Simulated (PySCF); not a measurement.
Write Cartesian coordinates for `C=C=CC(F)F` as optimised with PBE0-D3(BJ)/def2-SVP.

```xyz
10
C4H4F2 angstrom
C      1.907   -0.274    0.885
C      0.826   -0.362    0.158
C     -0.267   -0.435   -0.558
C     -1.413    0.507   -0.377
F     -2.542   -0.185   -0.100
F     -1.640    1.186   -1.525
H      1.997   -0.822    1.829
H      2.753    0.345    0.570
H     -0.388   -1.199   -1.336
H     -1.235    1.234    0.433
```

Any rigid rotation of these coordinates is as good. Atoms count from 1 in this order. The C–C distances run from 1.306 Å (C1=C2, drawn double) to 1.494 Å (C3–C4, drawn single), a spread of 0.188 Å.

Bonds between heavy atoms (Å): C1=C2 1.306, C2=C3 1.309, C3–C4 1.494, C4–F5 1.353, C4–F6 1.353.

Level of theory: PBE0-D3(BJ)/def2-SVP geometry optimisation, gas phase in PySCF.

Point group: Cs (every atom within 0.08 Å of its image). No frequency check. The numbers are those of one conformer (C2–C3–C4–F5 -123°).

Hardware: an Arm Neoverse V2 with one thread, no GPU (shared host). Cost: 22 s. These figures are those of the optimisation.
